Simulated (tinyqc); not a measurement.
Worked calculation (part 2 of 2): CCD on RHF in the sto-6g basis, for H3O+, spin multiplicity 1. Computed by tinyqc, a small Python program that keeps every step (integrals from PySCF). Command: `OMP_NUM_THREADS=1 python tinyqc.py 22956 22957 out.jsonl` (the two numbers bound the seeds that draw the settings). One thread of a shared host (Intel(R) Xeon(R) Processor @ 2.60GHz), about 0.2 s of CPU time with the checks.

Geometry (angstrom):
```
atom        x        y       z
O      0.0000   0.0000  0.3150
H      1.0480   0.0000  0.0000
H     -0.5240   0.9080  0.0000
H     -0.5240  -0.9080  0.0000
```

## Populations, bond orders and dipole

D after iteration 8, order 1O 1s, 1O 2s, 1O 2px, 1O 2py, 1O 2pz, 2H 1s, 3H 1s, 4H 1s:
```
[[2.0975, -0.4085, 0.0000, 0.0000, -0.0606, -0.0374, -0.0374, -0.0374],
 [-0.4085, 1.7509, -0.0001, 0.0000, 0.3587, 0.1110, 0.1111, 0.1111],
 [0.0000, -0.0001, 0.9925, 0.0000, 0.0001, 0.5843, -0.2921, -0.2921],
 [0.0000, 0.0000, 0.0000, 0.9925, 0.0000, 0.0000, 0.5059, -0.5059],
 [-0.0606, 0.3587, 0.0001, 0.0000, 1.7994, -0.2175, -0.2175, -0.2175],
 [-0.0374, 0.1110, 0.5843, 0.0000, -0.2175, 0.3845, -0.1314, -0.1314],
 [-0.0374, 0.1111, -0.2921, 0.5059, -0.2175, -0.1314, 0.3844, -0.1314],
 [-0.0374, 0.1111, -0.2921, -0.5059, -0.2175, -0.1314, -0.1314, 0.3844]]
```

overlap S, order 1O 1s, 1O 2s, 1O 2px, 1O 2py, 1O 2pz, 2H 1s, 3H 1s, 4H 1s:
```
[[1.0000, 0.2311, 0.0000, 0.0000, 0.0000, 0.0404, 0.0404, 0.0404],
 [0.2311, 1.0000, 0.0000, 0.0000, 0.0000, 0.3917, 0.3915, 0.3915],
 [0.0000, 0.0000, 1.0000, 0.0000, 0.0000, 0.3278, -0.1638, -0.1638],
 [0.0000, 0.0000, 0.0000, 1.0000, 0.0000, 0.0000, 0.2838, -0.2838],
 [0.0000, 0.0000, 0.0000, 0.0000, 1.0000, -0.0985, -0.0985, -0.0985],
 [0.0404, 0.3917, 0.3278, 0.0000, -0.0985, 1.0000, 0.1604, 0.1604],
 [0.0404, 0.3915, -0.1638, 0.2838, -0.0985, 0.1604, 1.0000, 0.1602],
 [0.0404, 0.3915, -0.1638, -0.2838, -0.0985, 0.1604, 0.1602, 1.0000]]
```

Mulliken: Z minus the diagonal of D S on the atom; Loewdin: the same with S^(1/2) D S^(1/2); Mayer order: 2 sum_s sum (D(s) S)_ij (D(s) S)_ji over the two atoms.

Charges (e):
```
atom  Mulliken  Loewdin
1O     -0.2086  -0.0037
2H      0.4028   0.3345
3H      0.4029   0.3346
4H      0.4029   0.3346
```

Mayer bond orders:
```
pair   order
2-1   0.8074
3-1   0.8073
3-2   0.0152
4-1   0.8073
4-2   0.0152
4-3   0.0152
```

dipole moment about the origin, x y z (debye): [-0.0004, 0.0000, -0.8012]

## Integrals over molecular orbitals

coefficients C, order 1O 1s, 1O 2s, 1O 2px, 1O 2py, 1O 2pz, 2H 1s, 3H 1s, 4H 1s:
```
[[0.9968, -0.2291, 0.0001, 0.0000, -0.0517, -0.1338, 0.0000, 0.0002],
 [0.0149, 0.8947, -0.0003, 0.0000, 0.2734, 0.8803, 0.0000, -0.0011],
 [0.0000, 0.0001, 0.7045, 0.0000, 0.0002, -0.0007, 0.0000, -0.8609],
 [0.0000, 0.0000, 0.0000, 0.7045, 0.0000, 0.0000, 0.8608, 0.0000],
 [-0.0016, -0.0881, -0.0002, 0.0000, 0.9444, -0.3683, 0.0000, 0.0004],
 [-0.0025, 0.0947, 0.4147, 0.0000, -0.1063, -0.6192, 0.0000, 0.9010],
 [-0.0025, 0.0946, -0.2073, 0.3591, -0.1064, -0.6205, -0.7796, -0.4495],
 [-0.0025, 0.0946, -0.2073, -0.3591, -0.1064, -0.6205, 0.7796, -0.4495]]
```

core Hamiltonian H = T + V (hartree), order 1O 1s, 1O 2s, 1O 2px, 1O 2py, 1O 2pz, 2H 1s, 3H 1s, 4H 1s:
```
[[-33.3815, -7.3826, 0.0000, 0.0000, 0.0108, -1.2997, -1.2987, -1.2987],
 [-7.3826, -9.5998, -0.0001, 0.0000, 0.1252, -3.0878, -3.0860, -3.0860],
 [0.0000, -0.0001, -7.9451, 0.0000, 0.0000, -2.1683, 1.0833, 1.0833],
 [0.0000, 0.0000, 0.0000, -7.9451, 0.0000, 0.0000, -1.8772, 1.8772],
 [0.0108, 0.1252, 0.0000, 0.0000, -7.8420, 0.6835, 0.6830, 0.6830],
 [-1.2997, -3.0878, -2.1683, 0.0000, 0.6835, -4.8403, -1.0172, -1.0172],
 [-1.2987, -3.0860, 1.0833, -1.8772, 0.6830, -1.0172, -4.8391, -1.0163],
 [-1.2987, -3.0860, 1.0833, 1.8772, 0.6830, -1.0172, -1.0163, -4.8391]]
```

Given earlier and not repeated: Two-electron integrals (ij|kl) in chemists' order.

(pq|rs) = sum C_ip C_jq C_kr C_ls (ij|kl), one index at a time.

one-electron integrals over orbitals h = C^T H C (hartree):
```
[[-33.3686, 0.5783, -0.0001, 0.0000, 0.1234, 0.3380, 0.0000, -0.0004],
 [0.5783, -8.1080, 0.0001, 0.0000, -0.2110, -1.4040, 0.0000, 0.0018],
 [-0.0001, 0.0001, -6.8284, 0.0000, 0.0002, 0.0019, 0.0000, 1.7763],
 [0.0000, 0.0000, 0.0000, -6.8282, 0.0000, 0.0000, -1.7766, 0.0000],
 [0.1234, -0.2110, 0.0002, 0.0000, -7.6783, 0.6592, 0.0000, -0.0003],
 [0.3380, -1.4040, 0.0019, 0.0000, 0.6592, -4.9708, 0.0000, -0.0002],
 [0.0000, 0.0000, 0.0000, -1.7766, 0.0000, 0.0000, -5.4953, 0.0000],
 [-0.0004, 0.0018, 1.7763, 0.0000, -0.0003, -0.0002, 0.0000, -5.4954]]
```

Two-electron integrals over orbitals (pq|rs), unique and non-zero (hartree):
```
(11|11) 4.7628      (21|11) -0.4416     (21|21) 0.0661      (22|11) 1.0428
(22|21) -0.0167     (22|22) 0.7294      (31|11) 1.01e-04    (31|21) -1.27e-05
(31|22) 1.12e-05    (31|31) 0.0142      (32|11) -5.21e-05   (32|21) 6.43e-06
(32|22) 3.02e-05    (32|31) 0.0207      (32|32) 0.1339      (33|11) 0.8481
(33|21) -0.0061     (33|22) 0.6483      (33|31) 0.0021      (33|32) 0.0320
(33|33) 0.6447      (41|41) 0.0142      (42|41) 0.0207      (42|42) 0.1339
(43|41) -0.0021     (43|42) -0.0321     (43|43) 0.0405      (44|11) 0.8481
(44|21) -0.0061     (44|22) 0.6483      (44|31) -0.0021     (44|32) -0.0321
(44|33) 0.5637      (44|44) 0.6446      (51|11) -0.1011     (51|21) 0.0129
(51|22) -0.0105     (51|31) -4.21e-06   (51|32) 2.50e-07    (51|33) -0.0030
(51|44) -0.0030     (51|51) 0.0275      (52|11) 0.0647      (52|21) -0.0061
(52|22) -0.0071     (52|31) 4.19e-07    (52|32) -1.14e-06   (52|33) 0.0068
(52|44) 0.0068      (52|51) 0.0292      (52|52) 0.1424      (53|11) -5.08e-05
(53|21) 2.49e-06    (53|22) -1.61e-05   (53|31) 0.0030      (53|32) 0.0013
(53|33) -0.0064     (53|44) 0.0063      (53|51) -6.77e-06   (53|52) -2.90e-05
(53|53) 0.0349      (54|41) 0.0030      (54|42) 0.0013      (54|43) 0.0063
(54|54) 0.0349      (55|11) 1.0856      (55|21) -0.0126     (55|22) 0.7355
(55|31) 1.90e-06    (55|32) -2.87e-05   (55|33) 0.6371      (55|44) 0.6371
(55|51) 0.0104      (55|52) 0.0770      (55|53) -4.01e-05   (55|55) 0.8572
(61|11) -0.2716     (61|21) 0.0418      (61|22) -0.0083     (61|31) -2.15e-05
(61|32) -1.54e-05   (61|33) -0.0032     (61|44) -0.0032     (61|51) 0.0007
(61|52) -0.0125     (61|53) 6.24e-07    (61|55) -0.0111     (61|61) 0.0287
(62|11) 0.3250      (62|21) -0.0101     (62|22) 0.1427      (62|31) -9.29e-06
(62|32) -6.22e-05   (62|33) 0.0955      (62|44) 0.0955      (62|51) -0.0124
(62|52) -0.0237     (62|53) -1.63e-05   (62|55) 0.1430      (62|61) -0.0031
(62|62) 0.0775      (63|11) -3.91e-04   (63|21) 8.75e-06    (63|22) -1.91e-04
(63|31) 0.0060      (63|32) -0.0119     (63|33) -0.0263     (63|44) 0.0261
(63|51) 1.39e-06    (63|52) -3.10e-05   (63|53) 0.0082      (63|55) -2.00e-04
(63|61) -3.88e-07   (63|62) -1.09e-04   (63|63) 0.0550      (64|41) 0.0060
(64|42) -0.0120     (64|43) 0.0262      (64|54) 0.0082      (64|64) 0.0551
(65|11) -0.1328     (65|21) -1.24e-04   (65|22) -0.0762     (65|31) -5.11e-06
(65|32) -3.07e-05   (65|33) -0.0439     (65|44) -0.0439     (65|51) 0.0130
(65|52) 0.0386      (65|53) -1.89e-05   (65|55) -0.0721     (65|61) -0.0040
(65|62) -0.0477     (65|63) 6.64e-05    (65|65) 0.0394      (66|11) 0.6429
(66|21) -0.0069     (66|22) 0.5113      (66|31) -1.68e-05   (66|32) -1.69e-04
(66|33) 0.4877      (66|44) 0.4879      (66|51) -0.0138     (66|52) -0.0477
(66|53) 4.23e-05    (66|55) 0.4859      (66|61) -0.0005     (66|62) 0.0533
(66|63) 7.15e-05    (66|65) -0.0337     (66|66) 0.4664      (71|41) 0.0157
(71|42) 0.0217      (71|43) -0.0020     (71|54) 0.0033      (71|64) 0.0064
(71|71) 0.0173      (72|41) 0.0151      (72|42) 0.0544      (72|43) 0.0092
(72|54) 0.0154      (72|64) 0.0341      (72|71) 0.0160      (72|72) 0.0544
(73|41) 0.0023      (73|42) 0.0348      (73|43) -0.0049     (73|54) -0.0070
(73|64) -0.0270     (73|71) 0.0026      (73|72) -0.0012     (73|73) 0.0329
(74|11) 0.3732      (74|21) -0.0069     (74|22) 0.1723      (74|31) 0.0023
(74|32) 0.0348      (74|33) 0.1317      (74|44) 0.1220      (74|51) 3.94e-04
(74|52) 0.0335      (74|53) -0.0071     (74|55) 0.1929      (74|61) -0.0046
(74|62) 0.0810      (74|63) -0.0270     (74|65) -0.0368     (74|66) 0.0371
(74|74) 0.1513      (75|41) 0.0051      (75|42) 0.0332      (75|43) -0.0117
(75|54) 0.0205      (75|64) -0.0166     (75|71) 0.0055      (75|72) 0.0094
(75|73) 0.0131      (75|75) 0.0296      (76|41) 0.0114      (76|42) 0.0923
(76|43) -0.0427     (76|54) -0.0171     (76|64) -0.0535     (76|71) 0.0121
(76|72) 0.0044      (76|73) 0.0493      (76|75) 0.0289      (76|76) 0.1196
(77|11) 0.7645      (77|21) -0.0073     (77|22) 0.5677      (77|31) -0.0007
(77|32) -0.0306     (77|33) 0.5044      (77|44) 0.5791      (77|51) -0.0021
(77|52) 0.0041      (77|53) 0.0113      (77|55) 0.5612      (77|61) -0.0040
(77|62) 0.0667      (77|63) 0.0427      (77|65) -0.0264     (77|66) 0.4726
(77|74) 0.0643      (77|77) 0.5631      (81|11) 3.17e-04    (81|21) -5.11e-05
(81|22) 3.15e-06    (81|31) -0.0157     (81|32) -0.0217     (81|33) -0.0020
(81|44) 0.0020      (81|51) -4.47e-06   (81|52) 9.46e-06    (81|53) -0.0033
(81|55) 1.10e-05    (81|61) -1.86e-05   (81|62) 1.79e-05    (81|63) -0.0064
(81|65) 7.69e-06    (81|66) 2.27e-05    (81|74) -0.0026     (81|77) 0.0006
(81|81) 0.0173      (82|11) -4.12e-04   (82|21) 1.07e-05    (82|22) -1.90e-04
(82|31) -0.0151     (82|32) -0.0544     (82|33) 0.0092      (82|44) -0.0094
(82|51) 1.03e-05    (82|52) 5.73e-06    (82|53) -0.0154     (82|55) -1.86e-04
(82|61) 1.85e-05    (82|62) -4.60e-05   (82|63) -0.0341     (82|65) 5.51e-05
(82|66) -6.30e-05   (82|74) 0.0011      (82|77) -0.0187     (82|81) 0.0160
(82|82) 0.0544      (83|11) -0.3732     (83|21) 0.0069      (83|22) -0.1723
(83|31) 0.0023      (83|32) 0.0349      (83|33) -0.1219     (83|44) -0.1317
(83|51) -3.94e-04   (83|52) -0.0334     (83|53) -0.0070     (83|55) -0.1928
(83|61) 0.0046      (83|62) -0.0810     (83|63) -0.0268     (83|65) 0.0368
(83|66) -0.0372     (83|74) -0.0870     (83|77) -0.1006     (83|81) -0.0026
(83|82) 0.0013      (83|83) 0.1514      (84|41) -0.0023     (84|42) -0.0349
(84|43) 0.0049      (84|54) 0.0070      (84|64) 0.0269      (84|71) -0.0026
(84|72) 0.0012      (84|73) -0.0314     (84|75) -0.0131     (84|76) -0.0492
(84|84) 0.0328      (85|11) 5.97e-05    (85|21) 9.64e-07    (85|22) 3.08e-05
(85|31) -0.0051     (85|32) -0.0332     (85|33) -0.0117     (85|44) 0.0117
(85|51) -1.60e-05   (85|52) -5.82e-05   (85|53) -0.0205     (85|55) 2.26e-05
(85|61) 1.03e-05    (85|62) 4.42e-05    (85|63) 0.0166      (85|65) -4.26e-06
(85|66) 8.58e-05    (85|74) -0.0131     (85|77) 0.0151      (85|81) 0.0055
(85|82) 0.0094      (85|83) -0.0132     (85|85) 0.0296      (86|11) 3.23e-05
(86|21) 2.30e-07    (86|22) -1.46e-05   (86|31) -0.0113     (86|32) -0.0922
(86|33) -0.0426     (86|44) 0.0427      (86|51) 1.10e-05    (86|52) 3.80e-05
(86|53) 0.0170      (86|55) 3.65e-05    (86|61) 8.00e-06    (86|62) 7.22e-06
(86|63) 0.0533      (86|65) 5.49e-05    (86|66) 2.36e-04    (86|74) -0.0492
(86|77) 0.0623      (86|81) 0.0121      (86|82) 0.0044      (86|83) -0.0493
(86|85) 0.0289      (86|86) 0.1193      (87|41) 0.0007      (87|42) 0.0305
(87|43) -0.0373     (87|54) -0.0113     (87|64) -0.0428     (87|71) 0.0006
(87|72) -0.0187     (87|73) 0.0181      (87|75) 0.0150      (87|76) 0.0623
(87|84) -0.0180     (87|87) 0.0493      (88|11) 0.7646      (88|21) -0.0073
(88|22) 0.5678      (88|31) 0.0007      (88|32) 0.0308      (88|33) 0.5793
(88|44) 0.5043      (88|51) -0.0021     (88|52) 0.0041      (88|53) -0.0114
(88|55) 0.5612      (88|61) -0.0041     (88|62) 0.0667      (88|63) -0.0429
(88|65) -0.0264     (88|66) 0.4724      (88|74) 0.1007      (88|77) 0.4641
(88|81) -0.0007     (88|82) 0.0186      (88|83) -0.0642     (88|85) -0.0151
(88|86) -0.0625     (88|88) 0.5634
```

## CCD: starting amplitudes

orbital energies (hartree): [-21.0788, -1.7051, -1.0127, -1.0127, -0.8703, 0.0048, 0.1733, 0.1734]

t_ij^ab = <ij||ab> / (e_i + e_j - e_a - e_b), whose energy is MP2.

Starting amplitudes (spin orbitals 1a, 1b, ...; amplitudes related by a flip of all spins are not repeated; the 24 largest):
```
from      to        t
3a 3b  8a 8b  -0.0638
4a 4b  7a 7b  -0.0638
3a 4b  7b 8a  -0.0367
2a 4b  6a 7b  -0.0280
2a 3b  6a 8b   0.0280
4a 4b  6a 6b  -0.0271
3a 3b  6a 6b  -0.0270
3a 4a  7a 8a  -0.0235
2a 2b  6a 6b  -0.0227
5a 5b  6a 6b  -0.0225
2a 5b  6a 6b   0.0184
4a 5b  6b 7a  -0.0179
3a 5b  6b 8a   0.0179
2a 4a  6a 7a  -0.0162
2a 3a  6a 8a   0.0162
2a 2b  7a 7b  -0.0145
2a 2b  8a 8b  -0.0145
5a 5b  7a 7b  -0.0142
5a 5b  8a 8b  -0.0142
3a 3b  7a 7b  -0.0139
4a 4b  8a 8b  -0.0138
3a 4b  7a 8b   0.0132
3a 4b  6a 7b   0.0123
3a 4b  6b 7a  -0.0122
```

correlation energy = -0.060995 hartree

## CCD: amplitude update 1

t_ij^ab D_ij^ab are set to the remaining terms of the spin-orbital equations, evaluated with the old amplitudes; for the doubles these are <ij||ab> + 1/2 <ab||ef> t_ij^ef + 1/2 <mn||ij> t_mn^ab + P(ij)P(ab) <mb||ej> t_im^ae + terms in t^2, D the orbital-energy denominators.

Amplitudes after update 1 (spin orbitals 1a, 1b, ...; amplitudes related by a flip of all spins are not repeated; the 24 largest):
```
from      to        t
3a 3b  8a 8b  -0.0788
4a 4b  7a 7b  -0.0788
3a 4b  7b 8a  -0.0419
4a 4b  6a 6b  -0.0350
3a 3b  6a 6b  -0.0349
2a 4b  6a 7b  -0.0332
2a 3b  6a 8b   0.0332
5a 5b  6a 6b  -0.0258
2a 2b  6a 6b  -0.0238
2a 5b  6a 6b   0.0233
3a 4a  7a 8a  -0.0215
4a 5b  6b 7a  -0.0209
3a 5b  6b 8a   0.0209
3a 4b  7a 8b   0.0204
2a 4b  6b 7a   0.0179
2a 3b  6b 8a  -0.0179
3a 4b  6a 7b   0.0170
3a 4b  6b 7a  -0.0170
4a 4b  6a 8b  -0.0170
3a 3b  6a 8b   0.0169
3a 3b  7a 7b  -0.0164
4a 4b  8a 8b  -0.0164
5a 5b  7a 7b  -0.0157
5a 5b  8a 8b  -0.0157
```

correlation energy = -0.072862 hartree

## CCD: amplitude update 2

As before.

Amplitudes after update 2 (spin orbitals 1a, 1b, ...; amplitudes related by a flip of all spins are not repeated; the 24 largest):
```
from      to        t
3a 3b  8a 8b  -0.0838
4a 4b  7a 7b  -0.0838
3a 4b  7b 8a  -0.0431
4a 4b  6a 6b  -0.0377
3a 3b  6a 6b  -0.0376
2a 4b  6a 7b  -0.0344
2a 3b  6a 8b   0.0344
5a 5b  6a 6b  -0.0270
2a 5b  6a 6b   0.0249
2a 2b  6a 6b  -0.0241
3a 4b  7a 8b   0.0238
4a 5b  6b 7a  -0.0218
3a 5b  6b 8a   0.0218
2a 4b  6b 7a   0.0203
2a 3b  6b 8a  -0.0203
3a 4a  7a 8a  -0.0193
3a 4b  6a 7b   0.0186
3a 4b  6b 7a  -0.0186
4a 4b  6a 8b  -0.0186
3a 3b  6a 8b   0.0185
3a 3b  7a 7b  -0.0169
4a 4b  8a 8b  -0.0169
5a 5b  7a 7b  -0.0157
5a 5b  8a 8b  -0.0157
```

correlation energy = -0.076184 hartree

## CCD: amplitude update 3

As before.

Amplitudes after update 3 (spin orbitals 1a, 1b, ...; amplitudes related by a flip of all spins are not repeated; the 24 largest):
```
from      to        t
3a 3b  8a 8b  -0.0858
4a 4b  7a 7b  -0.0858
3a 4b  7b 8a  -0.0435
4a 4b  6a 6b  -0.0385
3a 3b  6a 6b  -0.0384
2a 4b  6a 7b  -0.0348
2a 3b  6a 8b   0.0348
5a 5b  6a 6b  -0.0275
2a 5b  6a 6b   0.0255
3a 4b  7a 8b   0.0254
2a 2b  6a 6b  -0.0244
4a 5b  6b 7a  -0.0221
3a 5b  6b 8a   0.0221
2a 4b  6b 7a   0.0213
2a 3b  6b 8a  -0.0213
3a 4b  6a 7b   0.0191
3a 4b  6b 7a  -0.0191
4a 4b  6a 8b  -0.0190
3a 3b  6a 8b   0.0190
3a 4a  7a 8a  -0.0181
3a 3b  7a 7b  -0.0169
4a 4b  8a 8b  -0.0169
5a 5b  7a 7b  -0.0156
5a 5b  8a 8b  -0.0156
```

correlation energy = -0.077348 hartree

## CCD: convergence

E_corr = 1/4 sum <ij||ab> t_ij^ab; stop when the norm of the change is below 1e-8.

Course of the amplitude iterations:
```
update  correlation energy (hartree)  norm of the change
0                          -0.060995                   -
1                          -0.072862            7.58e-02
2                          -0.076184            2.80e-02
3                          -0.077348            1.15e-02
4                          -0.077799            4.96e-03
5                          -0.077982            2.24e-03
6                          -0.078058            1.06e-03
7                          -0.078091            5.10e-04
8                          -0.078105            2.51e-04
9                          -0.078111            1.25e-04
10                         -0.078114            6.27e-05
11                         -0.078116            3.16e-05
12                         -0.078116            1.59e-05
13                         -0.078117            8.02e-06
14                         -0.078117            4.05e-06
15                         -0.078117            2.04e-06
16                         -0.078117            1.03e-06
17                         -0.078117            5.22e-07
18                         -0.078117            2.63e-07
19                         -0.078117            1.33e-07
20                         -0.078117            6.72e-08
21                         -0.078117            3.40e-08
22                         -0.078117            1.72e-08
23                         -0.078117            8.66e-09
```

Converged amplitudes (spin orbitals 1a, 1b, ...; amplitudes related by a flip of all spins are not repeated; the 24 largest):
```
from      to        t
3a 3b  8a 8b  -0.0874
4a 4b  7a 7b  -0.0874
3a 4b  7b 8a  -0.0438
4a 4b  6a 6b  -0.0387
3a 3b  6a 6b  -0.0386
2a 4b  6a 7b  -0.0350
2a 3b  6a 8b   0.0350
5a 5b  6a 6b  -0.0282
3a 4b  7a 8b   0.0267
2a 5b  6a 6b   0.0260
2a 2b  6a 6b  -0.0247
4a 5b  6b 7a  -0.0224
3a 5b  6b 8a   0.0224
2a 4b  6b 7a   0.0220
2a 3b  6b 8a  -0.0220
3a 4b  6a 7b   0.0192
3a 4b  6b 7a  -0.0192
4a 4b  6a 8b  -0.0191
3a 3b  6a 8b   0.0191
3a 4a  7a 8a  -0.0171
3a 3b  7a 7b  -0.0168
4a 4b  8a 8b  -0.0168
4a 5b  6a 7b   0.0162
3a 5b  6a 8b  -0.0162
```

CCD total energy = -76.091533 hartree

Converged in 23 updates.
